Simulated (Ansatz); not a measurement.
C$_{2}$H$_{3}$B (SMILES B1=CC1), closed shell: a relaxation.

Input (in.yaml):

```yaml
crystal:
  periodic: [false, false, false]
  atoms:
    - {symbol: B, position_ang: [-1.182270, 0.127166, -0.137432]}
    - {symbol: C, position_ang: [-0.075347, -0.966005, -0.027570]}
    - {symbol: C, position_ang: [0.083524, 0.582782, 0.121908]}
    - {symbol: H, position_ang: [0.366228, -1.580989, -0.098665]}
    - {symbol: H, position_ang: [0.760183, 0.957800, -0.740388]}
    - {symbol: H, position_ang: [0.260913, 0.913626, 1.068357]}
basis:
  gaussian: {orbitals: pcseg-2}
hamiltonian: {xc: {name: BLYP}, dispersion: d4}
relax: {f_tol: 0.05, max_steps: 5, max_displacement: 0.5}
```

Run by:

```bash
ansatz run in.yaml --threads 2 --pin off --events-out ev --progress --plain --max-ram 3481MiB
```

Output of Ansatz 0.2.0:

```
Functional definition: BLYP
  name "BLYP"
  cite "Becke, Phys. Rev. A 38, 3098 (1988) doi:10.1103/PhysRevA.38.3098"
  cite "Lee, Yang & Parr, Phys. Rev. B 37, 785 (1988) doi:10.1103/PhysRevB.37.785"
  parameter beta = 0.0042
  parameter a = 0.04918
  parameter b = 0.132
  parameter c = 0.2533
  parameter d = 0.349
  exchange = b88_x(beta = beta)
  correlation = lyp_c(a = a, b = b, c = c, d = d)
654 factors; their error is unknown
mean field evaluation 1: about -2763.4104 eV, gradient 9.8e1 eV
mean field evaluation 2: about -2664.0139 eV, gradient 1.8e2 eV
mean field evaluation 4: about -2776.1910 eV, gradient 5.7e1 eV
mean field evaluation 8: about -2788.5765 eV, gradient 4.2e0 eV
mean field evaluation 16: about -2788.6851 eV, gradient 1.3e-1 eV
mean field evaluation 32: about -2788.3397 eV, gradient 2.0e0 eV
mean field -2788.64548450 eV, -102.4808313435 hartree, gradient 4.2e-5 eV, S^2 0.000000; 3 other end points of the search recorded, 0 dependent functions left out
the calculation of the forces begins
reference -2788.64578539 eV, -102.4808424009 hartree; 10, 10 occupied and 122, 122 virtual orbitals, 654 factors
relax step   1: F+E_penalty+E_count = -2788.83068277 eV  Δ(F+E_penalty+E_count) = +0.000e0 eV  max|allowed force component| = 2.703e1 eV/Å  Δτ_max = 0.0000 Å  (80 SCF iters, accepted)
these checks for a lower state are left out or cut short: starts, cluster_reference, orbital_swaps, neighbouring_geometries, increment
654 factors; their error is unknown
mean field -2793.60177345 eV, -102.6629716029 hartree, gradient 2.2e-5 eV, S^2 0.000000; 0 other end points of the search recorded, 0 dependent functions left out
the calculation of the forces begins
reference -2793.60208115 eV, -102.6629829108 hartree; 10, 10 occupied and 122, 122 virtual orbitals, 654 factors
relax step   2: F+E_penalty+E_count = -2793.78534641 eV  Δ(F+E_penalty+E_count) = -4.955e0 eV  max|allowed force component| = 4.280e0 eV/Å  Δτ_max = 0.2229 Å  (42 SCF iters, accepted)
these checks for a lower state are left out or cut short: starts, cluster_reference, orbital_swaps, neighbouring_geometries, increment
654 factors; their error is unknown
mean field -2793.96094389 eV, -102.6761708734 hartree, gradient 2.6e-5 eV, S^2 0.000000; 0 other end points of the search recorded, 0 dependent functions left out
the calculation of the forces begins
reference -2793.96125127 eV, -102.6761821690 hartree; 10, 10 occupied and 122, 122 virtual orbitals, 654 factors
relax step   3: F+E_penalty+E_count = -2794.14382533 eV  Δ(F+E_penalty+E_count) = -3.585e-1 eV  max|allowed force component| = 2.342e0 eV/Å  Δτ_max = 0.0890 Å  (40 SCF iters, accepted)
these checks for a lower state are left out or cut short: starts, cluster_reference, orbital_swaps, neighbouring_geometries, increment
654 factors; their error is unknown
mean field evaluation 64: about -2794.1977 eV, gradient 8.7e-3 eV
mean field -2794.19770241 eV, -102.6848715883 hartree, gradient 1.3e-5 eV, S^2 0.000000; 0 other end points of the search recorded, 0 dependent functions left out
the calculation of the forces begins
reference -2794.19800697 eV, -102.6848827806 hartree; 10, 10 occupied and 122, 122 virtual orbitals, 654 factors
relax step   4: F+E_penalty+E_count = -2794.38078011 eV  Δ(F+E_penalty+E_count) = -2.370e-1 eV  max|allowed force component| = 1.329e0 eV/Å  Δτ_max = 0.1306 Å  (40 SCF iters, accepted)
these checks for a lower state are left out or cut short: starts, cluster_reference, orbital_swaps, neighbouring_geometries, increment
654 factors; their error is unknown
mean field -2794.32996278 eV, -102.6897320673 hartree, gradient 2.3e-5 eV, S^2 0.000000; 0 other end points of the search recorded, 0 dependent functions left out
the calculation of the forces begins
reference -2794.33026789 eV, -102.6897432797 hartree; 10, 10 occupied and 122, 122 virtual orbitals, 654 factors
relax step   5: F+E_penalty+E_count = -2794.52073504 eV  Δ(F+E_penalty+E_count) = -1.400e-1 eV  max|allowed force component| = 4.216e-1 eV/Å  Δτ_max = 0.1183 Å  (32 SCF iters, accepted)
Error: geometry relaxation did not converge after 5 steps: max|allowed force component| = 4.22e-1 eV/Å (threshold 5.0e-2). Raise `relax.max_steps` over both its present limit and 5, loosen `relax.f_tol`, or start from a geometry closer to equilibrium. Where this run's directory can be resumed (`checkpoint.write`), a resume goes on for up to `relax.max_steps` more
```

The lines “mean field evaluation” count trial sets of orbitals through the whole run, from several starts and some on an approximate energy, so they need not fall steadily or lie above the final value.

The run took about 26 s on 2 CPU threads of an Intel Xeon (shared host).


The run did not converge within its limit.